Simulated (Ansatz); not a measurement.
# AlMgH (triplet): the correlation ladder at angle Mg2–Al1–H3 = 103.0°, 6-31G

Aim: climb from Hartree-Fock through coupled cluster and multireference methods for AlMgH (triplet) at one geometry and basis, and see what each rung misses.

Method: 6-31G, core rule «outside noble gas», up to 10 orbitals frozen; program: Ansatz 0.2.0, Gaussian basis.

Plan: UHF; CCSD(T) on ROHF; CCSD(T) on UHF; BCCD(T) on ROHF; CISD; CCSDT(Q) on ROHF; CCSDT(Q) on UHF; CCSDTQ on ROHF; CCSDTQ on UHF; CASSCF and MRCISD+Q, 4 electrons in 4 orbitals; CASSCF and NEVPT2, 4 electrons in 4 orbitals; CASSCF and MRCISD+Q, 6 electrons in 9 orbitals; CASSCF and MRCISD+Q(relaxed), 6 electrons in 9 orbitals; CASSCF and NEVPT2, 6 electrons in 9 orbitals; Full CI.

14 further runs of the same task are left out: 8 that didn't finish, 6 set aside as unsound or not needed.

## Step 1: The system

The geometry derives from a PBE0/def2-TZVP stationary point (not a proven minimum). One angle is set to the value named; bond lengths are kept.

3 atoms, charge 0, spin multiplicity 3.

Atoms are counted from 1 here; the program's logs count them from 0.

Bond lengths: Al1–H3 1.606 Å.

## Step 2: UHF

The input, in.yaml:

```yaml
crystal:
  periodic: [false, false, false]
  atoms:
    - {symbol: Al, position_ang: [-0.793448, 0.000000, 0.949059]}
    - {symbol: Mg, position_ang: [0.872277, 0.000000, -1.145044]}
    - {symbol: H, position_ang: [0.206124, 0.000000, 2.205693]}
basis:
  gaussian: {orbitals: 6-31G}
magnetization: {spin_polarized: true, initial_magnetization: 2}
hamiltonian: {xc: hf}
output: {orbitals: {seedname: orbitals}}
```

Started as:

```
$ ansatz run in.yaml --threads 1 --pin off --events-out ev --progress --plain --max-ram 2393MiB
```

The runs that follow: CCSD(T) on ROHF; CCSD(T) on UHF; BCCD(T) on ROHF; CISD; CCSDT(Q) on ROHF; CCSDT(Q) on UHF; CCSDTQ on ROHF; CCSDTQ on UHF; CASSCF and MRCISD+Q, 4 electrons in 4 orbitals; CASSCF and NEVPT2, 4 electrons in 4 orbitals; CASSCF and MRCISD+Q, 6 electrons in 9 orbitals; CASSCF and MRCISD+Q(relaxed), 6 electrons in 9 orbitals; CASSCF and NEVPT2, 6 electrons in 9 orbitals; Full CI.

Q: Predict the results of all the runs planned. Wanted: FCI below the RHF energy; RMP2 from FCI; UMP2 from FCI; RCCSD from FCI; RCCSD(T) from FCI; UCCSD(T) from FCI; RCCSDT(Q) from FCI; UCCSDT(Q) from FCI; NEVPT2 pair from FCI.

The runs gave:

| quantity | value |
| --- | --- |
| FCI below the RHF energy | -1.6184 eV |
| RMP2 from FCI | +708.4 meV |
| UMP2 from FCI | +749.0 meV |
| RCCSD from FCI | +77.9 meV |
| RCCSD(T) from FCI | +29.1 meV |
| UCCSD(T) from FCI | +29.8 meV |
| RCCSDT(Q) from FCI | +0.7 meV |
| UCCSDT(Q) from FCI | +0.2 meV |
| NEVPT2 pair from FCI | +602.9 meV |
| MRCISD+Q pair from FCI | +163.1 meV |
| NEVPT2 valence from FCI | +121.4 meV |
| levels within 1 kcal/mol (43 meV) | RCCSD(T), UCCSD(T), BCCD(T), RCCSDT, UCCSDT, RCCSDT(Q), UCCSDT(Q), RCCSDTQ, UCCSDTQ, MRCISD valence, MRCISD+Q valence, MRCISD+Q(relaxed) valence |
| T1 diagnostic | 0.050 |
| effectively unpaired electrons | 2.10 |

What this shows: RCCSD(T) misses by +29.1 meV, 1.8 % of the correlation energy. MRCISD+Q(relaxed) valence falls below full CI: the +Q correction isn't variational, and the cores differ from full CI's. The occupations are near whole numbers, but T1 = 0.050 shows that the orbitals relax strongly. Of the multireference levels listed MRCISD+Q(relaxed) valence comes nearest in total energy (-2.3 meV), which doesn't show that its space is the better one. Coupled cluster took another determinant than the lowest Hartree-Fock one. These misses are within one basis, not against nature; the frozen cores of restricted and unrestricted runs differ, which can shift their rows.
